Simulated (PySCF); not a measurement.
# CH+: from the state search to spectroscopic constants

One table from this session's results is given with a row withheld; the runs are named, their logs left out.

The runs use PySCF 2.14.0; H def2-SVPD, C def2-SVPD, no relativity.

The first run:

A driver script around PySCF takes these settings:

```yaml
atoms: H, C
charge: 1
basis: H def2-SVPD, C def2-SVPD
Hamiltonian: no relativity
basis_functions: 28
electrons_treated: 6
masses_in_u: 1.0078, 12.0000
levels: PBE0, PBE, r²SCAN, M06-2X, B97-3, r²SCANh, ωB97X, HF, MP2, SCS-MP2, CCSD, CCSD(T)
grid: 80 radial by 434 angular points
occupations: held fixed by the projection of orbital angular momentum
dissociation_limit: H + C+, each in its ground configuration
starting_distance_in_angstrom: 1.130
values_of_2S_to_try: 0, 2
```

Launch:

```
$ OMP_NUM_THREADS=1 python dia.py task.json out
```

Steps of the session up to this table: The job; First curve: PBE0; Other states along the same grid; PBE; r²SCAN (meta-GGA); M06-2X (hybrid meta-GGA); B97-3 (global hybrid GGA); r²SCANh (hybrid meta-GGA); ωB97X (range-separated hybrid); RHF; MP2 and coupled cluster.

One of the session's tables, all rows but one given; the rest of the session is left out.

Energy (eV) from each level's lowest point:

```
R (Å)    RHF  RHF-MP2  RHF-SCS-MP2  RHF-CCSD  RHF-CCSD(T)
0.987  0.373    0.418        0.425       n/a          n/a
1.033  0.145    0.174        0.178     0.194        0.196
1.079  0.029    0.041        0.044     0.054        0.056
1.114      ?        ?            ?         ?            ?
1.148  0.012    0.000        0.000     0.000        0.000
1.182  0.058    0.033        0.031     0.025        0.024
1.228  0.161    0.118        0.114     0.099        0.097
1.286  0.340    0.274        0.268     0.240        0.236
1.355  0.609    0.513        0.504     0.457        0.451
1.446  1.022    0.883        0.869       n/a          n/a
```

Estimate the missing values for R (Å) = 1.114.

Worked estimate for «RHF». A straight line through the neighbours (1.079, 0.029) and (1.148, 0.012) gives 0.029 + (0.012 − 0.029) × (1.114 − 1.079) / (1.148 − 1.079) = 0.020; a parabola fitted to 4 rows on both sides gives -0.002.

**Answer.** RHF: 0.000; RHF-MP2: 0.000; RHF-SCS-MP2: 0.002; RHF-CCSD: 0.007; RHF-CCSD(T): 0.008. In «RHF» the line misses by +0.020 and the parabola by -0.002.

State 2 has its PBE0 minimum 0.59 eV higher. The other levels ran on the lowest alone.
